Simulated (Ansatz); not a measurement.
`ClCCCCCl` → 4 C• + 2 Cl• + 8 H•  (atomization)

Gas-phase electronic energies from Ansatz, PBE0-D4/def2-TZVP geometries. CCSD(T)/CBS adds triple-zeta CCSD(T) − MP2 to the extrapolated MP2 energy (def2 sets, frozen cores). This one scheme is used for every species, atoms too. DFT in def2-TZVPP. HSE06 is defined as in plane-wave codes. No spin–orbit coupling; open shells (•) take unrestricted orbitals. Spin–orbit coupling would lower the free atoms: a little for C, Cl. One conformer a species, not always the lowest.

`ClCCCCCl`:

```xyz
14

Cl   -1.895   -1.815   -1.250
C    -1.450   -1.235    0.384
C    -0.675    0.060    0.340
C     0.675   -0.060   -0.341
C     1.450    1.235   -0.384
Cl    1.896    1.815    1.250
H    -0.869   -2.035    0.844
H    -2.385   -1.120    0.929
H    -1.280    0.826   -0.156
H    -0.534    0.390    1.375
H     1.280   -0.826    0.156
H     0.534   -0.390   -1.375
H     0.869    2.035   -0.844
H     2.385    1.120   -0.929
```

```
   species  HSE06-D4 energy (Eh)
`ClCCCCCl`           -1077.22710
        C•             -37.80300
       Cl•            -459.98963
        H•              -0.50075
```

Question: Work out ΔE.

Answer: ΔE = 8 × (-0.50075) + 4 × (-37.80300) + 2 × (-459.98963) − (-1077.22710) = 2.02984 Eh = +5329.3 kJ/mol. CCSD(T)/CBS gives +5275.0 kJ/mol.

Largest T1 diagnostic among the species: 0.009.

From PBE to PBE0 (25 % exact exchange), in def2-TZVPP and without D4, ΔE moves by −61.5 kJ/mol: exact exchange takes away binding that semilocal exchange gives to molecules. The D4 term adds +50.4 kJ/mol with B3LYP and +26.7 kJ/mol with PBE0; it sums over pairs of atoms, weighted by their polarisabilities, and B3LYP, whose exchange is more repulsive, gets the larger term.

B3LYP here is the variant with VWN-RPA as its local correlation; programs differ in this.

For atomizations the MP2-based limit and the directly extrapolated one differ by several kJ/mol either way, and by 10 to 25 for some Ge, Se and Sn compounds, so smaller differences from it don't rank the levels.
